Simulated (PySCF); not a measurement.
This PySCF input asks for the NMR shieldings of Aminoborane, BH₄N; the geometry comes from GFN2-xTB.

```python
import basis_set_exchange as bse
import numpy as np
from pyscf import gto, dft
from pyscf.prop import nmr

atoms = """
B    -0.685397    0.016930   -0.027292
N     0.690984   -0.015542    0.019634
H    -1.274815   -0.995338   -0.030452
H    -1.228285    1.054413   -0.062745
H     1.271231    0.806831    0.026393
H     1.229404   -0.865304    0.052888
"""
names = dict.fromkeys(["B", "N", "H"], "pcSseg-1")
basis = {el: gto.basis.parse(bse.get_basis(n, elements=[el], fmt="nwchem")) for el, n in names.items()}
mol = gto.M(atom=atoms, basis=basis, charge=0, verbose=0)
mf = dft.RKS(mol, xc="PBE0")
mf.grids.level = 2
mf.grids.alignment = dft.numint.BLKSIZE   # the property module wants whole blocks of grid points
mf.conv_tol = 1e-9
mf.kernel()

calc = nmr.RKS(mf)   # GIAO
C = mf.mo_coeff
Co = C[:, mf.mo_occ > 0]
resp = mf.gen_response(singlet=True, hermi=2)
def vind(x):   # induced exchange potential for any number of trial vectors
    d = np.einsum("pi,xij,qj->xpq", C, 2 * x.reshape(-1, C.shape[1], Co.shape[1]), Co, optimize=True)
    return np.einsum("xpq,pi,qj->xij", resp(d - d.transpose(0, 2, 1)), C, Co, optimize=True).ravel()
mo1, _ = nmr.rhf.solve_mo1(calc, with_cphf=vind)
sigma = calc.kernel(mo1)
for i, s in enumerate(sigma):   # ppm
    w = np.linalg.eigvalsh((s + s.T) / 2)
    print("%2d %-2s iso %8.1f  s11 %8.1f  s22 %8.1f  s33 %8.1f" % (i, mol.atom_pure_symbol(i), w.mean(), *w))
```

Question: What are the results?

Answer: 
```
 0 B  iso     63.6  s11     26.5  s22     37.4  s33    126.7
 1 N  iso    143.6  s11     29.7  s22    178.1  s33    222.9
 2 H  iso     27.0  s11     25.2  s22     27.6  s33     28.1
 3 H  iso     27.0  s11     25.2  s22     27.6  s33     28.1
 4 H  iso     27.0  s11     23.2  s22     24.5  s33     33.4
 5 H  iso     27.0  s11     23.2  s22     24.5  s33     33.4
```

These numbers come from an equivalent density-fitted implementation of the same equations, which agrees with the script to about 0.01 ppm for H and up to a few tenths of a ppm for heavy atoms, so last digits may differ.

Size and cost of the density-fitted run: 54 basis functions, 2.1 s wall time on 1 thread of an Arm Neoverse V1, shared host.
